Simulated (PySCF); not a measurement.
## Electronic absorption of pyridazine

Species: pyridazine, C₄H₄N₂.
SMILES: `c1nnccc1`

Level of theory: TDDFT CAM-B3LYP/aug-cc-pVTZ, vertical, gas phase, core orbitals frozen in the response in PySCF. Geometry: PBE0-D3(BJ)/def2-TZVP; no solvent, vibrations or thermal averaging.

Q: Predict the UV-vis stick spectrum at this level.

A: 

```json
{"state": "S1", "E (eV)": "3.77", "ν̃ (cm⁻¹)": "30440", "f": "0.0048", "symmetry": "B1 or B2", "main configurations (H = HOMO, L = LUMO)": "H→L (98%)"}
{"state": "S2", "E (eV)": "4.41", "ν̃ (cm⁻¹)": "35590", "f": "0.0000", "symmetry": "–", "main configurations (H = HOMO, L = LUMO)": "H→L+2 (98%)"}
{"state": "S3", "E (eV)": "5.79", "ν̃ (cm⁻¹)": "46690", "f": "0.029", "symmetry": "A1", "main configurations (H = HOMO, L = LUMO)": "H-1→L (72%), H-2→L+2 (26%)"}
{"state": "S4", "E (eV)": "5.92", "ν̃ (cm⁻¹)": "47720", "f": "0.0000", "symmetry": "–", "main configurations (H = HOMO, L = LUMO)": "H-3→L (97%)"}
{"state": "S5", "E (eV)": "6.25", "ν̃ (cm⁻¹)": "50390", "f": "0.0009", "symmetry": "–", "main configurations (H = HOMO, L = LUMO)": "H→L+1 (74%), H→L+4 (14%)"}
{"state": "S6", "E (eV)": "6.54", "ν̃ (cm⁻¹)": "52750", "f": "0.0046", "symmetry": "B1 or B2", "main configurations (H = HOMO, L = LUMO)": "H-3→L+2 (96%)"}
{"state": "S7", "E (eV)": "6.59", "ν̃ (cm⁻¹)": "53130", "f": "0.0008", "symmetry": "–", "main configurations (H = HOMO, L = LUMO)": "H-2→L (48%), H-1→L+2 (44%)"}
{"state": "S8", "E (eV)": "6.83", "ν̃ (cm⁻¹)": "55060", "f": "0.020", "symmetry": "A1", "main configurations (H = HOMO, L = LUMO)": "H→L+3 (85%)"}
{"state": "S9", "E (eV)": "7.08", "ν̃ (cm⁻¹)": "57080", "f": "0.022", "symmetry": "B1 or B2", "main configurations (H = HOMO, L = LUMO)": "H→L+4 (62%), H→L+1 (17%)"}
{"state": "S10", "E (eV)": "7.37", "ν̃ (cm⁻¹)": "59440", "f": "0.443", "symmetry": "B1 or B2", "main configurations (H = HOMO, L = LUMO)": "H-1→L+2 (46%), H-2→L (40%)"}
```

Triplets (Tamm–Dancoff): T1 2.98 eV, H→L (93%); T2 4.01 eV, H→L+2 (91%); T3 4.39 eV, H-2→L (58%), H-1→L+2 (36%); T4 4.68 eV, H-1→L (96%).

The lowest singlet comes at 329 nm (364 kJ/mol) in the ultraviolet; it is very weak; its leading configuration is HOMO→LUMO (98%). The strongest level in the table is S10 at 7.37 eV (168 nm, f = 0.443). It is the last of those listed, so stronger ones may follow. Löwdin shares by element: HOMO nitrogen 78%, carbon 14% or more; LUMO nitrogen 38%, carbon 37% or more (atoms not listed hold the other 25%). Orbital energies (eV): HOMO-3 -10.55, HOMO-2 -10.28, HOMO-1 -9.81, HOMO -8.35, LUMO -0.47, LUMO+1 0.07, LUMO+2 0.08. Of the 10 states listed, 4 reach f = 0.01 and 2 stay under 0.0005. The oscillator strengths of these states sum to 0.526; summed over the whole spectrum of an exact calculation they would give the number of electrons, 42 (Thomas–Reiche–Kuhn). Symmetry labels in C2v follow from the direction of the transition dipole and are given only for states with f of 0.002 or more; B1 and B2 swap with the choice of axes. Singlets were solved by full linear response, triplets in the Tamm–Dancoff approximation.
